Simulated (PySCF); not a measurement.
**One elementary step**

Start structure (Si2H6S, closed shell), relaxed at PBE0-D4/def2-TZVP:

Si1  (-0.333, -0.777, 0.120)
S2  (1.455, -1.297, 1.180)
H3  (-0.522, -1.663, -1.061)
H4  (-1.529, -0.925, 0.994)
Si5  (-0.077, 1.447, -0.554)
H6  (1.088, -2.565, 1.430)
H7  (0.173, 2.314, 0.627)
H8  (-1.320, 1.900, -1.235)
H9  (1.066, 1.566, -1.498)
(Å)

The step: Si₂H₆S ([SiH3][SiH2][SH]) → Si₂H₄ ([SiH][SiH3]) + H₂S (still joined by a long Si–S bond); bonds formed: S2–H3; bonds broken: Si1–H3; bonds weakened to dative contacts: Si1–S2. Computed with PySCF 2.14 with density fitting (its default auxiliary sets; JK sets also for MP2 and CCSD(T)) (basis: def2-TZVPP and def2-QZVPP); correlated methods freeze the cores. Extrapolation: Hartree–Fock as exp(−7.88 √X), correlation as X^−2.97. Energies below are by CCSD(T) at an estimated basis limit (MP2 extrapolated from triple and quadruple zeta, plus CCSD(T) − MP2 in triple zeta).

What are the electronic barrier and the energy of the step, from the start structure to the end structure? (To be estimated.)

By the calculation: Barrier 261.0 kJ/mol; step energy 207.8 kJ/mol (uphill); reverse barrier, their difference, 53.2 kJ/mol. Barrier and step energy count from the start structure, the reverse barrier from the end structure.

The saddle point: One imaginary mode of 627i cm⁻¹.
```csv
pair,start (Å),saddle (Å),end (Å)
S2–H3,3.01,1.54,1.35
Si1–S2,2.14,2.51,2.38
Si1–H3,1.49,1.73,2.96
```

Zero-point energy (harmonic, PBE0-D4): ZPE is 134.0 kJ/mol at the start and 124.2 kJ/mol at the saddle, so the barrier goes from 261.0 to 251.2 kJ/mol.

No T1 diagnostic of these runs exceeds 0.017. The restricted Hartree–Fock reference is unstable towards an unrestricted one at one or more of these structures.

Losses and insertions of silylenes and their heavier kin drive the gas-phase chemistry of silicon and germanium vapour deposition.

Labels in which every atom is bracketed show which atoms are joined, not bond orders.

For scale, one of the runs: CCSD(T)/def2-TZVPP, 210 basis functions, launched by `OMP_NUM_THREADS=4 python run.py`. The run took 6.1 min on 4 CPU threads of an Arm Neoverse V2 (shared host), with 2.3 GiB of host memory at its peak.
